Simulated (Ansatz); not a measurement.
Z-matrix (Å, degrees):
```
C
F 1 1.349
C 1 1.498 2 110.4
F 1 1.356 2 108.0 3 -120.1
H 1 1.096 2 108.9 3 123.2
F 3 1.337 1 110.6 2 176.2
C 3 1.316 1 127.0 2 -2.9
H 7 1.082 3 120.8 1 179.6
H 7 1.080 3 119.5 1 -0.7
```

Total charge 0; spin multiplicity 1.

Task: List the PBE/def2-TZVPP orbital energies in eV (Ansatz). (An estimate is asked.)

Result: Computed: Occupied: -660.93, -660.76, -660.58, -273.60, -271.68, -269.36, -31.91, -31.26, -30.27, -20.11, -17.91, -15.28, -14.15, -13.90, -13.79, -12.18, -11.59, -10.90, -10.48, -10.08, -9.76, -9.60, -8.24, -6.94. Lowest empty: -1.47, 0.71, 1.17, 1.56, 2.10, 2.72, 3.33, 3.87.
